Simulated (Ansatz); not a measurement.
# BSiC+ (triplet): the correlation ladder, def2-QZVPP

One table from this session's results is given with a row withheld; the runs are named, their logs left out.

Computed with Ansatz 0.2.0, Gaussian basis. Level: def2-QZVPP, core rule «outside noble gas», up to 7 orbitals frozen.

Plan: UHF; ROHF; CCSD(T) on UHF.

2 further runs of the same task are left out: 2 set aside as unsound or not needed.

### The geometry

The geometry is a PBE0/def2-TZVP stationary point (not a proven minimum) of the parent state, kept for this charge and spin.

3 atoms, charge 1, spin multiplicity 3.

Atoms are counted from 1 here; the program's logs count them from 0.

Bond lengths: B1–C2 1.370 Å, C2–Si3 1.676 Å. Angles: B1–C2–Si3 180.0°.

Set-up of the first run:

The input, in.yaml:

```yaml
crystal:
  periodic: [false, false, false]
  atoms:
    - {symbol: B, position_ang: [0.000000, 0.000000, -1.472133]}
    - {symbol: C, position_ang: [0.000000, 0.000000, -0.102133]}
    - {symbol: Si, position_ang: [0.000000, 0.000000, 1.574267]}
basis:
  gaussian: {orbitals: "def2-QZVPP.json"}
total_charge: 1
magnetization: {spin_polarized: true, initial_magnetization: 2}
hamiltonian: {xc: hf}
output: {orbitals: {seedname: orbitals}}
```

The run is started by

```
ansatz run in.yaml --threads 1 --pin off --events-out ev --progress --plain --max-ram 4096MiB --backend cpu
```

Steps of the session up to this table: UHF; ROHF; CCSD(T) on UHF.

One table of the session follows, with a row left open; its other results are not shown here.

| method | from UCCSD(T) (meV) |
| --- | --- |
| ROHF | +8066.2 |
| UHF | +7953.5 |
| UMP2 | +1142.0 |
| UCCSD | ? |
| UCCSD(T) | 0 |

Q: Estimate the row for UCCSD from the others.

As computed: from UCCSD(T) (meV): +417.1. In the column «from UCCSD(T) (meV)» it lies between UCCSD(T) (0) and UMP2 (+1142.0).
